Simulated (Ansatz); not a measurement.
The pair A = HCl (SMILES Cl) (first 2 atoms), B = H2S (SMILES S); geometry from NCB31 set.
(charge 0, multiplicity 1):
| atom | x (Å) | y (Å) | z (Å) |
|---|---|---|---|
| Cl | -1.9116 | 0.0000 | 0.0035 |
| H | -0.6273 | -0.0001 | -0.1041 |
| S | 1.8425 | 0.0000 | -0.1015 |
| H | 1.8228 | -0.9618 | 0.8347 |
| H | 1.8219 | 0.9619 | 0.8346 |

Cores are frozen in the correlated methods.

The values were computed with Ansatz (an electronic-structure program) with Gaussian orbitals. 

Total energies (hartree), monomers frozen at their geometry in the pair:

| structure | HF/aug-cc-pV(D+d)Z | B3LYP/def2-TZVPPD | MP2/aug-cc-pV(Q+d)Z |
|---|---|---|---|
| AB | -858.7987709 | -860.2702222 | -859.2713213 |
| A in the pair's basis | -460.0946821 | -460.8378064 | -460.3372755 |
| B in the pair's basis | -398.7024923 | -399.4280694 | -398.9281131 |
| A | -460.0945869 | -460.8377197 | -460.3371310 |
| B | -398.7020980 | -399.4279807 | -398.9278527 |

Q: Work out the interaction energy without and with the counterpoise correction, and the superposition error, for each level.

A: 
E(AB) − E(A) − E(B), times 627.509 kcal/mol, with the monomers in their own basis and then in the pair's basis:
- HF/aug-cc-pV(D+d)Z: -1.31 uncorrected, -1.00 corrected; the monomers gain 0.31 kcal/mol from borrowed functions
- B3LYP/def2-TZVPPD: -2.84 uncorrected, -2.73 corrected; the monomers gain 0.11 kcal/mol from borrowed functions
- MP2/aug-cc-pV(Q+d)Z: -3.98 uncorrected, -3.72 corrected; the monomers gain 0.25 kcal/mol from borrowed functions
